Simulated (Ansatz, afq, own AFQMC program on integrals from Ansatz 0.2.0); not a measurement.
# CH3B, singlet in cc-pVDZ, levels against CCSDTQ

```yaml
atoms:
  - { symbol: B, position_ang: [0.0000, 0.0504, 0.7398] }
  - { symbol: C, position_ang: [0.0000, -0.1015, -0.7490] }
  - { symbol: H, position_ang: [0.0000, 1.1489, 1.2274] }
  - { symbol: H, position_ang: [0.0000, -0.9087, 1.4552] }
  - { symbol: H, position_ang: [0.0000, 0.4289, -1.6923] }
```

Connectivity, by distances: BH2–CH.

Basis cc-pVDZ. Noble-gas cores (and the filled d shells of Ga–Kr and In–Xe) are frozen. AFQMC by an in-house program on the Cholesky factors that Ansatz 0.2.0 writes for its CCSD(T) run. The CISD trial takes its coefficients from CCSD amplitudes. Released means that phaseless walkers are propagated on without the constraint, phases kept. Uncertainties: one standard error, sampling alone.

Determinant: RHF, the one that the program's search chose, which needn't be the lowest solution. The geometry is a PBE0/def2-TZVP stationary point of this or a neighbouring charge and spin state.

No full CI on the walks' own integrals is used here; CCSDTQ serves as the reference and is uncertain by about the last step of the cluster series.

Cautions: another spin lies lower (by 360 meV); restricted determinant unstable towards unrestricted (UHF 766 meV lower, ⟨S²⟩ 0.93); strong correlation (T1 0.036, weight of the determinant 0.86, largest double 0.10).

- T1 diagnostic: 0.0361
- weight of the determinant in the CISD state: 0.856
- size of the correlated space: 10 electrons in 41 orbitals

```csv
level,correlation energy (eV)
MP2,-5.3602
CCSD,-6.4459
CCSD(T),-6.6816
```

Question: Estimate where phaseless AFQMC with the Hartree–Fock trial lies against CCSD(T) on the same integrals.

Answer: 3.08 ± 0.58 kcal/mol below CCSD(T).

Reference: CCSDTQ, correlation energy -6.745 eV. The released energy is read at 2.40 1/Eh (meV from the phaseless value at times in 1/Eh: -2 ± 3 at 0.24, -6 ± 3 at 0.51, -11 ± 4 at 0.99, -12 ± 3 at 1.62, -12 ± 5 at 2.40).

```tsv
level	E − E(reference) (kcal/mol)	share of correlation (%)
CCSD(T)	1.46	99.06
CCSDT	0.39	99.75
CCSDT(Q)	-0.05	100.03
ph-AFQMC/HF	-1.62 ± 0.58	101.04
ph-AFQMC/CISD	0.08 ± 0.10	99.95
released AFQMC	-0.19 ± 0.12	100.12
```

CCSDT and higher add their correlation energy to the determinant of the CCSD(T) run, since their own runs factorise the integrals more tightly (a shift of under 2 meV). A walk keeps the symmetry of its determinant, which the program's search chose and which needn't be the lowest solution, so a lower state of the same spin and another symmetry isn't excluded. Released energies are given only where the last usable release times agree within the noise; a slower fall can still hide under it.
